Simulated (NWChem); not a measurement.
A calculation on isobutene (C₄H₈)

```xyz
12

C     -1.2771     0.0000    -0.6812
C      0.0000     0.0000     0.1208
C      1.2771     0.0000    -0.6812
C      0.0000     0.0000     1.4702
H     -1.3299    -0.8886    -1.3479
H     -1.3299     0.8886    -1.3479
H     -2.1762     0.0000    -0.0350
H      1.3299    -0.8886    -1.3479
H      2.1762     0.0000    -0.0350
H      1.3299     0.8886    -1.3479
H      0.9401     0.0000     2.0449
H     -0.9401     0.0000     2.0449
```
Charge 0, spin multiplicity 1.

Everything below was run with NWChem. All single points use one geometry, from PBE/def2-SVP, a minimum by its harmonic frequencies.

Symmetry labels belong to the abelian group C2v used in the runs, with the axes of the coordinates shown.

The Pople sets run with spherical d functions.

Problem. List the lowest 6 singlet excitations that TD-BHandHLYP/6-31+G* (spherical d) gives, with oscillator strengths.

Solution. 
| state | symmetry | energy (eV) | wavelength (nm) | f |
|---|---|---|---|---|
| 1 | b2 | 6.60 | 188 | 0.011 |
| 2 | a1 | 6.80 | 182 | 0.352 |
| 3 | a2 | 7.34 | 169 | 0.000 |
| 4 | b2 | 7.34 | 169 | 0.026 |
| 5 | a2 | 7.74 | 160 | 0.000 |
| 6 | b2 | 8.04 | 154 | 0.001 |
